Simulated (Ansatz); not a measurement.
**Rock-salt MgO: TA phonon frequency at L by level of theory**

No measured value is used here.

```tsv
level (code)	value (cm⁻¹)	cell (Å³/atom)
LDA (Ansatz)	284	9.00
PBE (Ansatz)	…	9.62
PBEsol (Ansatz)	271	9.36
PBE-D3(BJ) (Ansatz)	276	9.31
r²SCAN (Ansatz)	…	9.29
HSE06 (Ansatz)	275	9.27
PBE0 (Ansatz)	275	9.28
```

Problem. Some entries are withheld; supply them.

Solution. 
- PBE (Ansatz, a quantum-chemistry and plane-wave program), value (cm⁻¹): 258
- r²SCAN (Ansatz), value (cm⁻¹): 279

PBE-D3(BJ): the dispersion coefficients are held fixed in the derivatives. Each level is taken at its own relaxed cell. Cutoffs differ between the levels. Ansatz's density-functional and Hartree–Fock values are scalar-relativistic unless marked +SOC, with PAW data made under PBE.
